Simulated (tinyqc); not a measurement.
Worked calculation: harmonic frequencies on the UHF/sto-3g surface (energies and gradients from PySCF), for NH3+, spin multiplicity 2. One step of it, computed by the program tinyqc.

Question. Normal modes. Diagonalise H_ij / sqrt(m_i m_j); the 6 smallest eigenvalues belong to translations and rotations; wavenumber = sqrt(eigenvalue / 1822.888) x 219474.63; each mode has its largest component positive (the first on a tie); zero-point energy = sum of wavenumbers / 2, with 349.755 1/cm per kcal/mol. A mass of 2.014 u marks deuterium.

Hessian (symmetrised) (hartree/bohr^2), order 1Nx, 1Ny, 1Nz, 2Hx, 2Hy, 2Hz, 3Hx, 3Hy, 3Hz, 4Hx, 4Hy, 4Hz:
```
[[0.92671631, 0.00042341, 0.00999630, -0.52622012, 0.00667483, -0.00614675, -0.19424887, 0.18447851, -0.00985295, -0.20624834, -0.19157645, 0.00600291],
 [0.00042341, 0.92525706, -0.03692057, 0.00667464, -0.09148513, 0.00315975, 0.18447703, -0.42269752, 0.01927425, -0.19157508, -0.41108008, 0.01448841],
 [0.00999630, -0.03692057, 0.05869996, -0.00614141, 0.00316006, -0.01920095, -0.00985518, 0.01927811, -0.01992913, 0.00600030, 0.01448333, -0.01954472],
 [-0.52622012, 0.00667464, -0.00614141, 0.52378014, -0.00710495, 0.00627913, 0.00159725, -0.00316895, 0.00007973, 0.00084280, 0.00359902, -0.00021733],
 [0.00667483, -0.09148513, 0.00316006, -0.00710495, 0.06175172, -0.00243924, 0.02723647, 0.01450220, -0.00003234, -0.02680634, 0.01523178, -0.00068885],
 [-0.00614675, 0.00315975, -0.01920095, 0.00627913, -0.00243924, 0.00650400, -0.00121105, -0.00038384, 0.00633199, 0.00107865, -0.00033694, 0.00635658],
 [-0.19424887, 0.18447703, -0.00985518, 0.00159725, 0.02723647, -0.00121105, 0.17094410, -0.19608445, 0.01022571, 0.02170800, -0.01563014, 0.00084091],
 [0.18447851, -0.42269752, 0.01927811, -0.00316895, 0.01450220, -0.00038384, -0.19608445, 0.41378706, -0.01957061, 0.01477484, -0.00558908, 0.00067545],
 [-0.00985295, 0.01927425, -0.01992913, 0.00007973, -0.00003234, 0.00633199, 0.01022571, -0.01957061, 0.00727890, -0.00045248, 0.00032835, 0.00630987],
 [-0.20624834, -0.19157508, 0.00600030, 0.00084280, -0.02680634, 0.00107865, 0.02170800, 0.01477484, -0.00045248, 0.18369802, 0.20360761, -0.00662649],
 [-0.19157645, -0.41108008, 0.01448333, 0.00359902, 0.01523178, -0.00033694, -0.01563014, -0.00558908, 0.00032835, 0.20360761, 0.40143982, -0.01447532],
 [0.00600291, 0.01448841, -0.01954472, -0.00021733, -0.00068885, 0.00635658, 0.00084091, 0.00067545, 0.00630987, -0.00662649, -0.01447532, 0.00686990]]
```

masses (u): [14.003074, 2.014102, 1.007825, 1.007825]

Give: eigenvalues of the mass-weighted Hessian; harmonic wavenumbers of the vibrations; mass-weighted modes; zero-point energy.

Answer.

eigenvalues of the mass-weighted Hessian (hartree/(bohr^2 u)): [0.0000, 0.0000, 0.0000, 0.0000, 0.0000, 0.0000, 0.0198, 0.0701, 0.0997, 0.2954, 0.5395, 0.5807]

harmonic wavenumbers of the vibrations (1/cm): [722.9, 1361.4, 1623.5, 2793.8, 3775.6, 3917.3]

mass-weighted modes, order 1Nx, 1Ny, 1Nz, 2Hx, 2Hy, 2Hz, 3Hx, 3Hy, 3Hz, 4Hx, 4Hy, 4Hz:
```
[[0.0052, -0.0053, -0.2473, -0.3353, 0.2231, -0.0050],
 [-0.0193, -0.3344, 0.0038, 0.0052, -0.0034, -0.3166],
 [-0.4533, 0.0142, -0.0030, -0.0041, 0.0027, 0.0134],
 [-0.0046, 0.0105, -0.1478, 0.9262, -0.0913, 0.0001],
 [0.0169, 0.6599, 0.0023, -0.0143, 0.0014, 0.0094],
 [0.3982, -0.0279, -0.0018, 0.0113, -0.0011, -0.0004],
 [-0.0065, 0.4509, 0.5714, -0.0278, -0.3418, -0.3202],
 [0.0239, 0.1499, 0.3632, 0.1179, 0.5943, 0.5886],
 [0.5630, -0.0012, -0.0089, -0.0053, -0.0292, -0.0287],
 [-0.0065, -0.4459, 0.5595, -0.0315, -0.3606, 0.3388],
 [0.0240, 0.1637, -0.3807, -0.1170, -0.5835, 0.5784],
 [0.5630, -0.0121, 0.0226, 0.0046, 0.0207, -0.0207]]
```

zero-point energy = 20.2919 kcal/mol
